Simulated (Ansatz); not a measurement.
One change: `S[Si]S` becomes `F[Si]S`.

Ansatz, PBE0-D4/def2-TZVP geometries, multiplicity 1. Each molecule was computed in one conformer, which needn't be the lowest.

| property | `S[Si]S` |
| --- | --- |
| HOMO–LUMO gap (PBE0/def2-TZVPP) / eV | 4.92 |
| ideal-gas entropy at 298 K and 1 bar (rigid rotor, harmonic PBE0-D4/def2-TZVP) / J/(mol·K) | 301 |
| size of the dipole moment (ωB97M-V/def2-TZVPP) / D | 1.04 |
| HOMO–LUMO gap (ωB97M-V/def2-TZVPP) / eV | 8.89 |
| zero-point energy (PBE0-D4/def2-TZVP) / kJ/mol | 52.1 |
| HOMO energy (PBE/def2-TZVPP) / eV | -6.06 |

What does the change do to each property? (An estimate is asked.)

Ansatz gave: 
| property | `F[Si]S` | shift |
| --- | --- | --- |
| HOMO–LUMO gap (PBE0/def2-TZVPP) / eV | 5.18 | 0.26 |
| ideal-gas entropy at 298 K and 1 bar (rigid rotor, harmonic PBE0-D4/def2-TZVP) / J/(mol·K) | 283 | -18 |
| size of the dipole moment (ωB97M-V/def2-TZVPP) / D | 0.08 | -0.96 |
| HOMO–LUMO gap (ωB97M-V/def2-TZVPP) / eV | 9.25 | 0.36 |
| zero-point energy (PBE0-D4/def2-TZVP) / kJ/mol | 31.5 | -20.6 |
| HOMO energy (PBE/def2-TZVPP) / eV | -6.26 | -0.20 |

The zero-point energy changes by -20.6 kJ/mol with -3 modes. Dipoles are sizes alone; their direction can turn.
